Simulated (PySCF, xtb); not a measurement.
C3H7, SMILES C[CH]C (connectivity only; charge and spin as stated), charge +1, multiplicity 1.

Harmonic wavenumbers (cm⁻¹) from GFN2-xTB (xtb) at its own minimum, in rising order: 117, 185, 421, 669, 763, 927, 949, 965, 1192, 1211, 1237, 1256, 1300, 1310, 1331, 1421, 1500, 2856, 2858, 2918, 2924, 2999, 3056, 3061.

Question: What does PBE0-D3(BJ)/def2-TZVP (PySCF) give at its own minimum? (An estimate is asked for; the answer gives what the named calculation found.)

Answer: 160, 180, 421, 605, 677, 931, 966, 1088, 1202, 1251, 1282, 1301, 1349, 1355, 1435, 1478, 1554, 2876, 2890, 3077, 3078, 3141, 3187, 3190. Paired by order, the mean absolute difference is 65 cm⁻¹ and the zero-point energies are 53.5 and 55.3 kcal/mol.
